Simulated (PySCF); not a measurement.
## How well do the runs reproduce experiment for hydrogen peroxide?

**What was measured.**

From NIST CCCBDB, for the gas: adiabatic first ionisation energy 10.58 eV.

The runs below try to reproduce these values; the comparison stands at the end.

Compound: hydrogen peroxide, H₂O₂.
SMILES with atom numbers: `[OH:1][OH:2]` (hydrogens: H3 on O1; H4 on O2)

Geometry (PBE0-D3(BJ)/def2-TZVP, Å), atoms numbered from 1 in this order:
```
atom  x, y, z in Å
O1     0.5864   -0.0539    0.4177
O2    -0.5674    0.0101   -0.4365
H3     1.2774    0.0273   -0.2483
H4    -1.2584   -0.0089    0.2341
```

Runs made with PySCF (gas phase, on this PBE0-D3(BJ)/def2-TZVP geometry; no spin–orbit coupling):

```
                level                                                                                         job  basis functions  wall time
  wB97X-D/aug-cc-pVTZ               10 singlets by full TDDFT, 4 Tamm–Dancoff triplets, polarisability, ΔSCF ions              138      5.6 s
CAM-B3LYP/aug-cc-pVTZ                          10 singlets by full TDDFT, 4 Tamm–Dancoff triplets, polarisability              138      3.2 s
     PBE0/aug-cc-pVTZ  10 singlets by full TDDFT, 4 Tamm–Dancoff triplets, polarisability, dynamic polarisability              138      3.2 s
       B97-2/pcSseg-2                                                                                  shieldings              100      1.7 s
```

Hardware: AMD EPYC 7R43, one thread (shared host).

## Comparison

**Adiabatic first ionisation energy.** Measured: 10.58 eV (NIST CCCBDB).

```csv
level,computed (eV),computed − measured (eV)
ΔSCF wB97X-D/aug-cc-pVTZ,10.79,+0.21
−ε(HOMO) CAM-B3LYP/aug-cc-pVTZ,9.14,-1.44
−ε(HOMO) PBE0/aug-cc-pVTZ,7.51,-3.07
−ε(HOMO) wB97X-D/aug-cc-pVTZ,9.50,-1.08
−ε(HOMO) B97-2/pcSseg-2,7.17,-3.41
```

The computed energies are vertical, the measured one adiabatic: relaxation of the ion and zero-point energies lie between them and weren't computed. Orbital energies are listed beside them and aren't ranked. One conformer was computed.

No measured geometry was used, and the causes of the misses weren't examined.
